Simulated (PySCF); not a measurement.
## TDDFT excited states: H3PS

H3PS.
Z-matrix (Å and degrees, PBE0-D3(BJ)/def2-SVP geometry), rows numbered from 1:
```
P 
S   1  1.9332
H   1  1.4264  2  118.50
H   1  1.4266  2  118.52  3   120.00
H   1  1.4266  2  118.51  3  -119.97
```

Computed with TDDFT PBE0/def2-SVPD, vertical, gas phase, core orbitals frozen in the response (PySCF 2.14.0, density-fitted response routines).

| state | E (eV) | λ (nm) | ν̃ (cm⁻¹) | f | \|μ\| (D) | symmetry | main configurations (H = HOMO, L = LUMO) |
| --- | --- | --- | --- | --- | --- | --- | --- |
| S1 | 5.25 | 236.0 | 42380 | 0.019 | 0.96 | E | H-1/H→L (≥94%) |
| S2 | 5.25 | 236.0 | 42380 | 0.019 | 0.97 | E | H-1/H→L (≥94%) |
| S3 | 5.85 | 212.0 | 47170 | 0.0000 | 0.00 | – | H-1/H→L+2 (50%), H-1/H→L+3 (49%) |
| S4 | 5.96 | 208.1 | 48050 | 0.015 | 0.80 | E | H-1/H→L+1 (≥94%) |
| S5 | 5.96 | 208.1 | 48050 | 0.014 | 0.80 | E | H-1/H→L+1 (≥94%) |
| S6 | 6.04 | 205.2 | 48740 | 0.0008 | 0.19 | – | H-1/H→L+2 (≥48%), H-1/H→L+3 (≥27%) |
| S7 | 6.04 | 205.1 | 48740 | 0.0008 | 0.18 | – | H-1/H→L+3 (≥48%), H-1/H→L+2 (≥27%) |
| S8 | 6.65 | 186.5 | 53630 | 0.184 | 2.70 | A1 | H-1/H→L+3 (≥45%), H-1/H→L+2 (≥45%) |
| S9 | 7.72 | 160.7 | 62240 | 0.0039 | 0.37 | E | H-1/H→L+5 (≥48%), H-1/H→L+4 (≥47%) |
| S10 | 7.72 | 160.7 | 62250 | 0.0040 | 0.37 | E | H-1/H→L+4 (≥47%), H-1/H→L+5 (≥47%) |

Triplets, Tamm–Dancoff:

| state | E (eV) | λ (nm) | main configurations (H = HOMO, L = LUMO) |
| --- | --- | --- | --- |
| T1 | 4.71 | 263.4 | H-1/H→L (≥89%) |
| T2 | 4.71 | 263.4 | H-1/H→L (≥89%) |
| T3 | 5.33 | 232.5 | H-1/H→L+2 (≥48%), H-1/H→L+3 (≥48%) |

The lowest singlet level (S1/S2) lies at 5.25 eV (236 nm, ultraviolet) and is of moderate strength. The strongest level in the table is S8 at 6.65 eV (186 nm, f = 0.184). S1/S2, S4/S5, S6/S7 and S9/S10 lie within about 0.01 eV of each other in each set; the point group C3v has degenerate representations, and within a degenerate level the listed configurations can mix freely. Löwdin shares by element: HOMO (one of a set within 0.03 eV) sulfur 74%, phosphorus 19%, hydrogen 4% or more; LUMO sulfur 34%, hydrogen 28% or more, phosphorus 24%. The listed states span 2.46 eV, and the widest gap between neighbours is 1.07 eV (S8 to S9). Of the 10 states listed, 5 reach f = 0.01 and 1 stays under 0.0005. Weighted by f, the mean energy of these states is 6.40 eV. The vertical ionisation energy (ΔSCF) is 9.33 eV, 1.61 eV above S10. Symmetry labels in C3v follow from the direction of the transition dipole and are given only for states with f of 0.002 or more. Orbitals of the list HOMO-3 to LUMO+2 that lie within 0.01 eV of each other are written together with a slash and their weights summed (≥ marks a lower bound); for degenerate orbitals outside that list single weights are arbitrary. The window holds the lowest 10 singlets.
